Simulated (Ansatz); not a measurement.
System: rock-salt HfC. Method: r²SCAN (PAW; Ansatz, a program for electronic structure).

Settings: plane-wave cutoff 600 eV, 24×24×24 k mesh, Fermi–Dirac smearing 0.071 eV (set by the program), scalar-relativistic PAW data made under PBE.

Computed at the level's own relaxed cell.

Hill averages of the elastic tensor: K = 244.7 GPa, G = 194.7 GPa. Volume 12.492 Å³/atom, mean atomic mass 95.250 u.

Question: Work out the density, the sound velocities of a polycrystal and the elastic Debye temperature, and Pugh's ratio at this level.

Answer: ρ = 1.66054 × 95.250/12.492 = 12.661 g/cm³. v_l = √[(K + 4G/3)/ρ] = 6.311 km/s and v_t = √(G/ρ) = 3.921 km/s. The mean follows from 3/v_m³ = 1/v_l³ + 2/v_t³: v_m = 4.322 km/s. Θ_D = (ħ/k_B) v_m (6π²/V)^(1/3) = 76.38 K Å s/km × 4.322 × 1.6799 Å⁻¹ = 555 K, counting all atoms of the cell. K/G = 1.26, to be set beside Pugh's rough bound of 1.75 between brittle and ductile metals.
